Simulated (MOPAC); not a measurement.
MOPAC input (PM6):

```
PM6 PRECISE GNORM=0.05 LET XYZ CHARGE=-1 GEO-OK AUX(PRECISION=9) THREADS=1
C2H6N

C     1.17148061 1   -0.30103000 1   -0.02185938 1
C     0.00707414 1    0.65997832 1   -0.12802736 1
N    -1.27918118 1   -0.05648449 1    0.03431982 1
H     2.13081144 1    0.22925184 1    0.07838298 1
H     1.10795195 1   -1.02382691 1    0.85462919 1
H     1.26619138 1   -0.95524367 1   -0.90428970 1
H     0.08038441 1    1.35802371 1    0.72559417 1
H    -1.20429109 1   -0.82735961 1    0.73657031 1
H    -1.49810838 1   -0.53914382 1   -0.83180536 1
```

Output:

```
 *******************************************************************************
 **                                                                           **
 **                              MOPAC v23.2.5                                **
 **                                                                           **
 *******************************************************************************
 ** MOPAC's Digital Object Identifier: https://doi.org/10.5281/zenodo.6511958 **
 **                                                                           **
 ** Please cite the open-source release paper for use of this MOPAC version:  **
 ** J. E. Moussa and J. J. P. Stewart (2026)                                  **
 ** MOPAC: An open-source semiempirical molecular orbital program             **
 ** J. Open Source Softw., 11(119), 8025, https://doi.org/10.21105/joss.08025 **
 *******************************************************************************

                              PM6 CALCULATION RESULTS

 *******************************************************************************
 *  PM6        - The PM6 Hamiltonian to be used
 *  GEO-OK     - OVERRIDE INTERATOMIC DISTANCE AND OTHER SAFETY CHECKS
 *
 *
 *
 *                 CHARGE ON SYSTEM = -1
 *
 *
 *
 *  LET        - OVERRIDE SOME SAFETY CHECKS
 *  PRECISE    - TIGHTER CRITERIA TO BE USED
 *  XYZ        - CARTESIAN COORDINATE SYSTEM TO BE USED
 *  GNORM      - EXIT WHEN GRADIENT NORM DROPS BELOW 0.050
 *  AUX        - OUTPUT AUXILIARY INFORMATION
 *******************************************************************************
PM6 PRECISE GNORM=0.05 LET XYZ CHARGE=-1 GEO-OK AUX(PRECISION=9) THREADS=1
 C2H6N

   ATOM   CHEMICAL          X               Y               Z
  NUMBER   SYMBOL      (ANGSTROMS)     (ANGSTROMS)     (ANGSTROMS)

     1       C          1.17148061  *  -0.30103000  *  -0.02185938  *
     2       C          0.00707414  *   0.65997832  *  -0.12802736  *
     3       N         -1.27918118  *  -0.05648449  *   0.03431982  *
     4       H          2.13081144  *   0.22925184  *   0.07838298  *
     5       H          1.10795195  *  -1.02382691  *   0.85462919  *
     6       H          1.26619138  *  -0.95524367  *  -0.90428970  *
     7       H          0.08038441  *   1.35802371  *   0.72559417  *
     8       H         -1.20429109  *  -0.82735961  *   0.73657031  *
     9       H         -1.49810838  *  -0.53914382  *  -0.83180536  *

          CARTESIAN COORDINATES

    NO.       ATOM           X           Y           Z

     1         C          1.1715     -0.3010     -0.0219
     2         C          0.0071      0.6600     -0.1280
     3         N         -1.2792     -0.0565      0.0343
     4         H          2.1308      0.2293      0.0784
     5         H          1.1080     -1.0238      0.8546
     6         H          1.2662     -0.9552     -0.9043
     7         H          0.0804      1.3580      0.7256
     8         H         -1.2043     -0.8274      0.7366
     9         H         -1.4981     -0.5391     -0.8318

 General Reference for PM6:
 "Optimization of Parameters for Semiempirical Methods V: Modification of NDDO Approximations
 and Application to 70 Elements", J. J. P. Stewart, J. Mol. Mod., 13, 1173-1213 (2007)
 URL: https://link.springer.com/article/10.1007/s00894-007-0233-4

           Empirical Formula: C2 H6 N  =     9 atoms

      MOLECULAR POINT GROUP   :   C1

      RHF CALCULATION, NO. OF DOUBLY OCCUPIED LEVELS = 10

          Geometry optimization using EF

          DIAGONAL MATRIX USED AS START HESSIAN

 CYCLE:     1  GRAD.:    58.132 HEAT:  35.30244
 CYCLE:     2  GRAD.:    86.959 HEAT:  35.15427
 CYCLE:     3  GRAD.:   141.466 HEAT:  36.10310
 CYCLE:     4  GRAD.:   120.968 HEAT:  36.42209
 CYCLE:     5  GRAD.:   122.227 HEAT:  36.22056
 CYCLE:     6  GRAD.:   141.983 HEAT:  37.08801
 CYCLE:     7  GRAD.:   100.309 HEAT:  32.60695
 CYCLE:     8  GRAD.:   166.021 HEAT:  39.46216
 CYCLE:     9  GRAD.:    99.745 HEAT:  33.93321
 CYCLE:    10  GRAD.:    77.686 HEAT:  31.95618
 CYCLE:    11  GRAD.:    46.127 HEAT:  29.37820
 CYCLE:    12  GRAD.:    75.928 HEAT:  31.01982
 CYCLE:    13  GRAD.:    21.081 HEAT:  28.46133
 CYCLE:    14  GRAD.:    29.496 HEAT:  28.53838
 CYCLE:    15  GRAD.:    25.307 HEAT:  28.35986
 CYCLE:    16  GRAD.:    20.247 HEAT:  28.32539
 CYCLE:    17  GRAD.:    11.354 HEAT:  28.07457
 CYCLE:    18  GRAD.:    24.327 HEAT:  28.28302
 CYCLE:    19  GRAD.:     3.365 HEAT:  27.98132
 CYCLE:    20  GRAD.:     1.749 HEAT:  27.96100
 CYCLE:    21  GRAD.:     2.865 HEAT:  27.92077
 CYCLE:    22  GRAD.:     0.691 HEAT:  27.91422
 CYCLE:    23  GRAD.:     0.336 HEAT:  27.91360
 CYCLE:    24  GRAD.:     0.259 HEAT:  27.91331
 CYCLE:    25  GRAD.:     0.262 HEAT:  27.91270
 CYCLE:    26  GRAD.:     0.167 HEAT:  27.91252
 CYCLE:    27  GRAD.:     0.158 HEAT:  27.91234
 CYCLE:    28  GRAD.:     0.285 HEAT:  27.91205
 CYCLE:    29  GRAD.:     0.490 HEAT:  27.91142
 CYCLE:    30  GRAD.:     0.701 HEAT:  27.91024
 CYCLE:    31  GRAD.:     0.383 HEAT:  27.90874
 CYCLE:    32  GRAD.:     0.182 HEAT:  27.90835
 CYCLE:    33  GRAD.:     0.228 HEAT:  27.90814
 CYCLE:    34  GRAD.:     0.473 HEAT:  27.90743
 CYCLE:    35  GRAD.:     0.752 HEAT:  27.90637
 CYCLE:    36  GRAD.:     0.973 HEAT:  27.90498
 CYCLE:    37  GRAD.:     0.472 HEAT:  27.90437
 CYCLE:    38  GRAD.:     0.173 HEAT:  27.90390
 CYCLE:    39  GRAD.:     0.148 HEAT:  27.90383
 CYCLE:    40  GRAD.:     0.130 HEAT:  27.90383
 CYCLE:    41  GRAD.:     0.060 HEAT:  27.90383
 CYCLE:    42  GRAD.:     0.021 HEAT:  27.90382

     GRADIENT =  0.02126 IS LESS THAN CUTOFF =  0.05000

 -------------------------------------------------------------------------------
 PM6 PRECISE GNORM=0.05 LET XYZ CHARGE=-1 GEO-OK AUX(PRECISION=9) THREADS=1
 C2H6N

     GEOMETRY OPTIMISED USING EIGENVECTOR FOLLOWING (EF).
     SCF FIELD WAS ACHIEVED

                              PM6 CALCULATION
                                                       MOPAC v23.2.5 Linux

          FINAL HEAT OF FORMATION =         27.90382 KCAL/MOL =     116.74957 KJ/MOL

          COSMO AREA              =         89.43 SQUARE ANGSTROMS
          COSMO VOLUME            =         71.63 CUBIC ANGSTROMS

          GRADIENT NORM           =          0.02126          =       0.00709 PER ATOM
          IONIZATION POTENTIAL    =         -0.116777 EV
          HOMO LUMO ENERGIES (EV) =          0.117 11.114
          NO. OF FILLED LEVELS    =         10
          MOLECULAR WEIGHT        =         44.0761         POINT GROUP:  Cs

          MOLECULAR DIMENSIONS (Angstroms)

            Atom       Atom       Distance
            H     9    H     4     3.73222
            H     7    H     6     2.94472
            H     8    H     7     1.73254

          SCF CALCULATIONS        =         43

   ATOM   CHEMICAL          X               Y               Z
  NUMBER   SYMBOL      (ANGSTROMS)     (ANGSTROMS)     (ANGSTROMS)

     1       C          1.21042016  *  -0.31461396  *  -0.02233079  *
     2       C          0.00376733  *   0.53075554  *   0.10137882  *
     3       N         -1.32157818  *  -0.02712886  *   0.01670755  *
     4       H          2.11784587  *   0.29142444  *   0.07272818  *
     5       H          1.25937861  *  -1.09712412  *   0.75180159  *
     6       H          1.26583993  *  -0.83301413  *  -0.99304178  *
     7       H          0.07351104  *   1.56897975  *   0.25463042  *
     8       H         -1.40058436  *  -0.76953978  *   0.71604385  *
     9       H         -1.39800850  *  -0.53547789  *  -0.86772578  *

                             CARTESIAN COORDINATES

   1    C        1.210420160    -0.314613959    -0.022330790
   2    C        0.003767328     0.530755536     0.101378816
   3    N       -1.321578180    -0.027128857     0.016707547
   4    H        2.117845865     0.291424435     0.072728183
   5    H        1.259378607    -1.097124125     0.751801587
   6    H        1.265839926    -0.833014129    -0.993041780
   7    H        0.073511044     1.568979751     0.254630421
   8    H       -1.400584359    -0.769539777     0.716043847
   9    H       -1.398008502    -0.535477890    -0.867725784

           Empirical Formula: C2 H6 N  =     9 atoms

      MOLECULAR POINT GROUP   :   Cs

                  EIGENVALUES
 -23.60866 -19.20005 -12.79911  -9.70516  -8.61397  -7.56280  -7.52351  -5.78767
  -2.89721   0.11678  11.11444  11.64477  11.73302  12.06204  13.05027  13.17608
  13.31197  14.87094

              NET ATOMIC CHARGES AND DIPOLE CONTRIBUTIONS

  ATOM NO.   TYPE          CHARGE      No. of ELECS.   s-Pop       p-Pop
    1          C          -0.267502        4.2675     1.05881     3.20869
    2          C          -0.838046        4.8380     1.02714     3.81090
    3          N          -0.408886        5.4089     1.60388     3.80501
    4          H           0.066855        0.9331     0.93315
    5          H           0.043649        0.9564     0.95635
    6          H           0.043491        0.9565     0.95651
    7          H           0.123357        0.8766     0.87664
    8          H           0.118552        0.8814     0.88145
    9          H           0.118529        0.8815     0.88147
 DIPOLE           X         Y         Z       TOTAL
 POINT-CHG.     0.466    -1.712    -0.252     1.793
 HYBRID         0.813    -1.243    -0.184     1.497
 SUM            1.280    -2.956    -0.436     3.250

          ATOMIC ORBITAL ELECTRON POPULATIONS

     Atom    s        px        py        pz
    1  C   1.05881   1.08540   1.06890   1.05438
    2  C   1.02714   0.84648   1.04290   1.92153
    3  N   1.60388   1.37097   1.32033   1.11371
    4  H   0.93315
    5  H   0.95635
    6  H   0.95651
    7  H   0.87664
    8  H   0.88145
    9  H   0.88147

 **********************
 *                    *
 * JOB ENDED NORMALLY *
 *                    *
 **********************

 == MOPAC DONE ==
```

The dipole moment of an ion depends on the origin.
